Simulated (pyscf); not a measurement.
Optimised with ωB97X-D3(BJ)/def2-SVP in PySCF.

Q: H₂O + HO–SiH(F)–F -> HO–Si(OH)(F)–F + H₂
Surface: singlet. Broken: H–O, H–Si. Formed: O–Si, H–H. Give ΔE‡ and ΔE from ωB97M-D3(BJ)/def2-TZVP, relative to the separated reactants.

A: ΔE‡ = 29.6 kcal/mol, ΔE = -22.7 kcal/mol. Zero-point energy shifts the barrier by +0.1 kcal/mol. It is a four-centre exchange, with an imaginary mode of 1366i cm⁻¹. On the reactant side the descent ends in a complex, 4.1 kcal/mol under the separated species and 34.1 kcal/mol under the saddle at ωB97X-D3(BJ)/def2-TZVP. One saddle was located; it need not be the lowest between these sides.
